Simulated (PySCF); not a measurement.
Geometry (Å), atoms numbered from 1 in this order:
```xyz
13

C     1.638   -0.486    0.881
C     0.395   -0.140    0.138
C     0.035   -0.361   -1.165
C    -1.257    0.176   -1.348
C    -1.645    0.708   -0.151
N    -0.638    0.512    0.743
H     2.124    0.411    1.267
H     2.331   -0.998    0.220
H     1.417   -1.141    1.726
H     0.628   -0.854   -1.910
H    -1.826    0.169   -2.256
H    -2.552    1.205    0.130
H    -0.651    0.801    1.707
```

[PySCF 2.14.0 with density-fitted response routines: shieldings: GIAO PBE0/pcSseg-1; geometry from GFN2-xTB; one conformer; relativity neglected; in vacuum; equivalent nuclei averaged]

Chemical shifts δ = σref − σ; TMS for ¹³C and ¹H; ¹⁵N against NH3, all at this level.

```
   atoms  nucleus  count  δ (ppm)
      N6      ¹⁵N      1    173.3
      C2      ¹³C      1        ?
H7/H8/H9       ¹H      3     2.37
      C1      ¹³C      1     15.1
     H13       ¹H      1        ?
     H12       ¹H      1     6.60
     H11       ¹H      1     6.26
      C5      ¹³C      1        ?
      C3      ¹³C      1    111.7
     H10       ¹H      1     6.11
      C4      ¹³C      1    113.6
```

Problem. Complete the table.

Solution. 
- C2: 128.4 ppm, substituted aromatic carbon next to a ring nitrogen
- C5: 119.1 ppm, aromatic CH next to a ring nitrogen
- H13: 7.35 ppm, hydrogen on a pyrrole-type ring nitrogen; exchangeable, gas-phase position

The OH or NH signal is concentration- and solvent-dependent in practice; the value given is the gas-phase one. Shifts are as computed. Against solution values, carbons near 30 ppm lie about +3 ppm off and those near 130 ppm about +5 ppm (rms about the fit 2.1 ppm; single classes can miss by 10 ppm). Of 1328 compounds with measured shifts, 309 miss one by over three times the rms of a fit or turn the order of signals round; such compounds aren't used in these exercises. Signals without a measured value on file couldn't be tested in this way; 1H shifts scatter by 0.2 ppm about their fit, and single ones miss by 0.5 ppm. Experimental scales use liquid or dissolved standards, which lie at an offset from isolated NH3 (liquid NH3: subtract about 20 ppm). Unscaled 15N shifts of sp2 nitrogen often come out too high even then, by a few to some tens of ppm.
